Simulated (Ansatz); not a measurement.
Reaction (SMILES): OC=O + H+ → C([OH2+])=O
B3LYP-D3(BJ)/def2-TZVP geometries, fixed; electronic energies without zero-point terms; positive where energy is released.

Basis-set convergence of the proton affinity at PBE0 with Ansatz (a quantum-chemistry and plane-wave program). Cartesian d functions, on some or all atoms, in 6-31G*, 6-31+G*; all else is spherical. Species with rotatable bonds are taken in one conformer. The proton sits at the site shown, which need not be the one that binds it best. No added dispersion term, no relativity. Functions are those of the species that has most. Reference: the value in aug-pcseg-3, 161.32 kcal/mol, itself unsure by roughly 0.02 kcal/mol (its mean distance from aug-cc-pVQZ, def2-QZVPPD, pcseg-3). Deviations are taken from unrounded values.

```
basis        functions  proton affinity (kcal/mol)
-----------  ---------  --------------------------
6-31G*              51                      159.66
6-31+G*             63                      155.93
cc-pVDZ             57                      163.07
aug-cc-pVDZ         96                      159.63
def2-SVP            57                      161.53
def2-SVPD           90                      158.49
pcseg-1             57                      157.60
aug-pcseg-1         96                      158.07
6-311G**            72                      163.65
6-311+G**           84                      160.99
def2-TZVP          111                      160.86
def2-TZVPD         144                      160.41
cc-pVTZ            132                      162.43
aug-cc-pVTZ        207                      161.11
pcseg-2            132                      161.21
aug-pcseg-2        207                      161.16
def2-TZVPP         135                      161.65
def2-TZVPPD        168                      161.15
cc-pVQZ            255                      161.80
aug-cc-pVQZ        378                      161.31
def2-QZVPP         261                      161.49
def2-QZVPPD        294                      161.36
pcseg-3            279                      161.32
aug-pcseg-3        402                      161.32
```

What the diffuse functions change, pair by pair:
- 6-31G* to 6-31+G*: 12 more functions, deviation -1.66 to -5.39 kcal/mol
- cc-pVDZ to aug-cc-pVDZ: 39 more functions, deviation 1.75 to -1.69 kcal/mol
- def2-SVP to def2-SVPD: 33 more functions, deviation 0.21 to -2.83 kcal/mol
- pcseg-1 to aug-pcseg-1: 39 more functions, deviation -3.72 to -3.25 kcal/mol
- 6-311G** to 6-311+G**: 12 more functions, deviation 2.33 to -0.33 kcal/mol
- def2-TZVP to def2-TZVPD: 33 more functions, deviation -0.46 to -0.91 kcal/mol
- cc-pVTZ to aug-cc-pVTZ: 75 more functions, deviation 1.10 to -0.21 kcal/mol
- pcseg-2 to aug-pcseg-2: 75 more functions, deviation -0.11 to -0.16 kcal/mol
- def2-TZVPP to def2-TZVPPD: 33 more functions, deviation 0.33 to -0.17 kcal/mol
- cc-pVQZ to aug-cc-pVQZ: 123 more functions, deviation 0.48 to -0.01 kcal/mol
- def2-QZVPP to def2-QZVPPD: 33 more functions, deviation 0.17 to 0.04 kcal/mol
- pcseg-3 to aug-pcseg-3: 123 more functions, deviation 0.00 to 0.00 kcal/mol

Leaving out the reference's own pair, they bring the value nearer the reference by more than 0.02 kcal/mol in 7 of 11 pairs.
